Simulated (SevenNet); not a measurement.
Rhombohedral A7 Sb

These are the machine-learned potential SevenNet-0 (trained on PBE and PBE+U data) values and carry that method's errors.

Cell: relaxed at this level.

```yaml
lattice_constant_a: 4.381 Å
c axis length: 11.580 Å
equilibrium_volume_per_atom: 32.08 Å³/atom
```

Measured, for comparison: lattice constant a 4.301 Å, lattice parameter c 11.232 Å (78 K, zero-point motion not removed; as tabulated in Schiferl, Barrett, J. Appl. Cryst. 2, 30 (1969), COD 9009654). Computed (rounded) less measured: lattice constant a +1.9 %, lattice parameter c +3.1 %.

A machine-learned potential is trained on density-functional data: it inherits that level's misses and adds fitting errors of its own.

Note: this model's volume lies 6 % above that of the starting cell (a measured, published or database cell).
